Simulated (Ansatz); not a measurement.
Isolated molecules relaxed with PBE0-D4/def2-TZVP in Ansatz; ΔE leaves out vibrations. CBS: MP2 limit from def2 TZ/QZ plus the TZ coupled-cluster correction, frozen cores. Functionals use def2-TZVPP. B3LYP here is the variant with VWN-RPA as its local correlation; programs differ in this. HSE06 is defined as in plane-wave codes. One conformer a species, not always the lowest.

`C1CC1C1CC1` → `CCC#CCC`  (isomerisation)

`C1CC1C1CC1`:

```xyz
16

C     0.036   -1.813   -0.790
C     1.393   -1.365   -0.334
C     0.164   -0.697    0.200
C    -0.163    0.697   -0.200
C    -1.393    1.364    0.333
C    -0.036    1.814    0.790
H    -0.330   -2.772   -0.445
H    -0.270   -1.554   -1.796
H     1.956   -2.016    0.323
H     2.001   -0.803   -1.034
H    -0.101   -0.938    1.226
H     0.102    0.938   -1.226
H    -2.001    0.802    1.033
H    -1.955    2.016   -0.324
H     0.330    2.773    0.445
H     0.269    1.554    1.797
```

`CCC#CCC`:

Cartesian coordinates in Å:
```
C -2.645 -0.509 -0.359
C -1.611 -1.430 0.284
C -0.279 -0.848 0.317
C 0.815 -0.347 0.334
C 2.127 0.281 0.342
C 2.121 1.676 -0.276
H -2.369 -0.277 -1.389
H -3.629 -0.982 -0.365
H -2.718 0.432 0.188
H -1.921 -1.677 1.305
H -1.574 -2.380 -0.260
H 2.835 -0.359 -0.196
H 2.493 0.335 1.374
H 1.788 1.637 -1.315
H 1.444 2.337 0.268
H 3.122 2.112 -0.251
```

Is it downhill or uphill in electronic energy at CCSD(T)/CBS, and by how much? (Best estimate.)

Ansatz gave: Downhill: ΔE = -26.3 kJ/mol.

What do these levels give: PBE-D4, B3LYP-D4, PBE-QIDH, r2SCAN, PBE0, HSE06, BHLYP, CAM-B3LYP, RPA@PBE/def2-TZVPP, HF/def2-SVP, CCSD/def2-SVP, CCSD(T)/def2-TZVPP? (An estimate is asked.)

Computed: PBE-D4 -5.1, B3LYP-D4 -34.8, PBE-QIDH 2.2, r2SCAN -7.8, PBE0 3.1, HSE06 2.3, BHLYP -30.9, CAM-B3LYP -24.4, RPA@PBE/def2-TZVPP -21.0, HF/def2-SVP -35.3, CCSD/def2-SVP -16.1, CCSD(T)/def2-TZVPP -23.6 kJ/mol.

Largest T1 diagnostic among the species: 0.010.

From r2SCAN to r2SCAN0 (25 % exact exchange), in def2-TZVPP and without D4, ΔE moves by +9.8 kJ/mol. Leaving LDA and LC-ωPBE aside and taking each functional with its dispersion term where it has one, the values, not all of them listed here, spread over 53.6 kJ/mol, from BLYP-D4 to PBE0-D4. LDA lies +33.5 kJ/mol from PBE without D4.
